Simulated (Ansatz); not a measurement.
A nudged elastic band was laid between two geometries of C₂H₄OS (8 atoms, charge 0, multiplicity 1).

The calculation used RKS PBE0-D4/def2-SVP (Ansatz).

```json
{"movable images": "7", "climbing image": "yes", "spring": "2.0 to 10.0 eV/Å², energy-weighted", "optimiser": "quadratic models (default)", "start path": "through a guess of the saddle point", "force threshold": "0.03 eV/Å", "iteration limit": "60", "end points": "relaxed"}
```

First end point:

```xyz
8
Properties=species:S:1:pos:R:3
O -1.156 0.939 0.615
C -0.615 -0.149 -0.004
C 0.781 -0.173 -0.480
S 0.476 -1.288 0.926
H -0.520 1.268 1.264
H -1.374 -0.649 -0.616
H 1.009 -0.657 -1.436
H 1.400 0.708 -0.268
```

Last end point:

```xyz
8
Properties=species:S:1:pos:R:3
O -0.766 0.830 1.081
C -0.494 -0.159 0.162
C 0.841 -0.218 -0.480
S 0.529 -1.519 0.744
H -1.237 1.536 0.621
H -1.358 -0.481 -0.440
H 0.928 -0.540 -1.524
H 1.556 0.551 -0.165
```

Task: What changes between the two ends?

Result: No bond is made or broken. The dihedral H5–O1–C2–C3 goes from -45 to 98°.

Task: Give the energies along the band, and the barrier.

Result: It converged. The highest image is number 4 of 0 to 8, 0.166 eV above the first end and 0.011 eV above the last; the last end lies 0.156 eV above the first. Another band between the same ends (7 images) ends at a top of the same energy, where a vibrational analysis finds 1 clearly imaginary mode.

| image | path coordinate (Å) | energy (eV) | dihedral H5–O1–C2–C3 (°) |
| --- | --- | --- | --- |
| 0 | 0.00 | 0.000 | -45 |
| 1 | 0.49 | 0.064 | -8 |
| 2 | 0.93 | 0.156 | 34 |
| 3 | 1.04 | 0.165 | 44 |
| 4 | 1.14 | 0.166 | 53 |
| 5 | 1.23 | 0.165 | 61 |
| 6 | 1.33 | 0.162 | 70 |
| 7 | 1.46 | 0.158 | 80 |
| 8 | 1.68 | 0.156 | 98 |

Task: What is the geometry of the highest image?

Result: 
```xyz
8
Properties=species:S:1:pos:R:3
O -0.975 0.761 1.013
C -0.575 -0.203 0.119
C 0.802 -0.192 -0.428
S 0.480 -1.536 0.741
H -0.792 1.625 0.627
H -1.375 -0.569 -0.542
H 0.964 -0.479 -1.473
H 1.472 0.593 -0.058
```

Time of the run: 2.8 min on 1 thread of Arm Neoverse V1, with other jobs on the host, peak memory 0.15 GiB.
